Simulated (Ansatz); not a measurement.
**Which is lower?**

Two relaxed structures of H$_{3}$SO (charge +1), closed shell (PBE0-D4/def2-TZVP; forces vanish, vibrations not checked).

A:

```xyz
5
angstrom
O 0.6818 0.5947 0.2057
S -0.5033 -0.3786 -0.1897
H -0.9692 -0.6883 1.0490
H 0.1875 -1.5422 -0.3163
H 0.6483 1.4066 -0.3305
```

B:

```
5
angstrom
O -0.3277 -0.4565 0.0079
S 0.8981 0.7809 0.2725
H -0.9365 -0.5981 0.7574
H 0.0090 -1.2960 -0.3585
H 0.3570 1.5696 -0.6792
```

Program: Ansatz 0.2.0. Basis: def2-TZVPP. Cores are frozen in the correlated methods. B3LYP uses VWN-RPA correlation.

Which structure is lower at CCSD(T), and by how much? (Judge from chemistry; the value comes from the calculation.)

The calculation gives: A, by 0.306 eV (electronic energy, against the other). By their contacts, A is H₃SO ([OH][SH2]), total charge +1 and B is H₃SO ([OH2][SH]), total charge +1.

All methods give the same order:

```json
{"method": "PBE-D4", "E(B) − E(A) (eV)": "0.430"}
{"method": "r2SCAN-D4", "E(B) − E(A) (eV)": "0.480"}
{"method": "PBE0-D4", "E(B) − E(A) (eV)": "0.405"}
{"method": "B3LYP-D4", "E(B) − E(A) (eV)": "0.342"}
{"method": "wB97M-V", "E(B) − E(A) (eV)": "0.285"}
{"method": "HF", "E(B) − E(A) (eV)": "0.284"}
{"method": "MP2", "E(B) − E(A) (eV)": "0.366"}
{"method": "CCSD", "E(B) − E(A) (eV)": "0.287"}
{"method": "CCSD(T)", "E(B) − E(A) (eV)": "0.306"}
```

No T1 diagnostic of these runs exceeds 0.013.

Labels in which every atom is bracketed show which atoms are joined, not bond orders.

For scale, one of the runs: CCSD(T)/def2-TZVPP, 115 basis functions, launched by `ansatz run in.yaml --threads 2 --pin off --events-out ev --progress --plain --max-ram 4352MiB`. The run took about 2.8 s on 2 CPU threads of an Arm Neoverse V2 (shared host).
